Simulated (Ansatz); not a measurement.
**BH3O2 (SMILES OBO) at CCSD/def2-TZVP**

What is the energy change on altering one bond length of BH3O2 at CCSD/def2-TZVP? 

The results are computed with Ansatz 0.2.0.

54 further runs of the same task are left out: 54 set aside as unsound or not needed.

### Step 1. The molecule

BH3O2 has 6 atoms, charge 0, and is taken as a singlet. As SMILES, `OBO`. The coordinates come from a PBE0-D4/def2-TZVP relaxation. This is one conformer, not always the lowest.

Bond lengths: O1–B2 1.356 Å, B2–O3 1.356 Å, O1–H4 0.958 Å, B2–H5 1.204 Å, O3–H6 0.958 Å. Angles: O1–B2–O3 116.8°, O1–B2–H5 121.6°, O3–B2–H5 121.6°, B2–O1–H4 112.7°, B2–O3–H6 112.7°.

### Step 2. The energy at CCSD/def2-TZVP

Input file job.yaml:

```yaml
crystal:
  periodic: [false, false, false]
  atoms:
    - {symbol: O, position_ang: [-1.176200, -0.524500, -0.251800]}
    - {symbol: B, position_ang: [0.049500, 0.028100, -0.072900]}
    - {symbol: O, position_ang: [0.580600, -0.053800, 1.172500]}
    - {symbol: H, position_ang: [-1.494700, -0.433500, -1.150600]}
    - {symbol: H, position_ang: [0.637800, 0.565600, -0.976100]}
    - {symbol: H, position_ang: [1.445200, 0.354100, 1.232800]}
basis:
  gaussian:
    orbitals: def2-TZVP
correlation:
  method: ccsd
  frozen_orbitals: {B: 1, H: 0, O: 1}
accuracy: high
scf:
  omitted_lower_state_checks: [cluster_reference, increment]
```

Started as:

```console
$ ansatz run job.yaml --threads 1 --pin off --max-ram 3480MiB --events-out events.jsonl --progress --plain --runs-dir runs
```

Log, cut to the lines that bear on the results:

```text
Warning: RAYON_NUM_THREADS=1 ignored (pool sized by the plan → 1); use --threads N
Functional definition: HF
  name "HF"
[...]
1972 factors; integrals over basis functions are off by at most 3.6e-9 eV
[...]
mean field -4798.45351098 eV, -176.3399140199 hartree, gradient 7.6e-8 eV, S^2 0.000000; 0 other end points of the search recorded, 0 dependent functions left out
3 core orbitals not correlated: weight in the atoms' cores, before any rotation towards them, 1.000 or more for the frozen orbitals, at most 0.000 for the correlated occupied ones
reference -4798.45351098 eV, -176.3399140199 hartree; 9, 9 occupied and 99, 99 virtual orbitals, 1972 factors
second order -15.63667947 eV of doubles, -0.00000000 eV of singles
cycle   1  -15.61139319 eV  change    2.5e-2 eV  update   8.0e-2
[...]
cycle  19  -16.01558459 eV  change  -2.4e-10 eV  update   2.1e-9
Total energy: -4814.46909557 eV, -176.9284758979 hartree
Checks for a lower state left out: cluster_reference, increment
```

Wall time 8.1 s (1 thread of AMD EPYC 9R45 (Zen 5), shared host); peak memory 0.96 GiB.

### Step 3. The distorted shape

Input file in.yaml:

```yaml
crystal:
  periodic: [false, false, false]
  atoms:
    - {symbol: O, position_ang: [-1.543939, -0.690293, -0.305474]}
    - {symbol: B, position_ang: [0.049500, 0.028100, -0.072900]}
    - {symbol: O, position_ang: [0.580600, -0.053800, 1.172500]}
    - {symbol: H, position_ang: [-1.862439, -0.599293, -1.204274]}
    - {symbol: H, position_ang: [0.637800, 0.565600, -0.976100]}
    - {symbol: H, position_ang: [1.445200, 0.354100, 1.232800]}
basis:
  gaussian: {orbitals: def2-TZVP}
correlation: {method: ccsd, frozen_orbitals: {B: 1, H: 0, O: 1}}
accuracy: high
scf: {omitted_lower_state_checks: [cluster_reference, increment]}
```

Started as:

```console
$ ansatz run in.yaml --threads 1 --pin off --max-ram 3480MiB --events-out events.jsonl --progress --plain --runs-dir runs
```

Log, cut to the lines that bear on the results:

```text
Warning: RAYON_NUM_THREADS=1 ignored (pool sized by the plan → 1); use --threads N
Functional definition: HF
  name "HF"
[...]
1955 factors; integrals over basis functions are off by at most 3.4e-9 eV
[...]
mean field -4796.47931312 eV, -176.2673635869 hartree, gradient 2.3e-8 eV, S^2 0.000000; 0 other end points of the search recorded, 0 dependent functions left out
3 core orbitals not correlated: weight in the atoms' cores, before any rotation towards them, 1.000 or more for the frozen orbitals, at most 0.000 for the correlated occupied ones
reference -4796.47931312 eV, -176.2673635869 hartree; 9, 9 occupied and 99, 99 virtual orbitals, 1955 factors
second order -15.89856288 eV of doubles, -0.00000000 eV of singles
cycle   1  -15.74249374 eV  change    1.6e-1 eV  update   9.6e-2
[...]
cycle  22  -16.22631691 eV  change  -2.0e-11 eV  update   1.1e-9
Total energy: -4812.70563004 eV, -176.8636697348 hartree
Checks for a lower state left out: cluster_reference, increment
```

Wall time 9 s (1 thread of AMD EPYC 9R45 (Zen 5), shared host); peak memory 0.95 GiB.

### Step 4. Outcome

Level: CCSD/def2-TZVP, 3 core orbitals frozen.

```
                                                         quantity          value
                                        first shape: total energy  -176.92848 Eh
         first shape: correlation energy (3 core orbitals frozen)     -588.6 mEh
                                       first shape: T1 diagnostic          0.013
                                    distorted shape: total energy  -176.86367 Eh
     distorted shape: correlation energy (3 core orbitals frozen)     -596.3 mEh
                                   distorted shape: T1 diagnostic          0.016
energy change with the O1–B2 bond stretched from 1.356 to 1.763 Å       1.763 eV
```

**Reading.** With the O1–B2 bond stretched from 1.356 to 1.763 Å the energy rises by 1.76 eV (170 kJ/mol). The first shape isn't relaxed at this level, so the change isn't measured from a minimum.
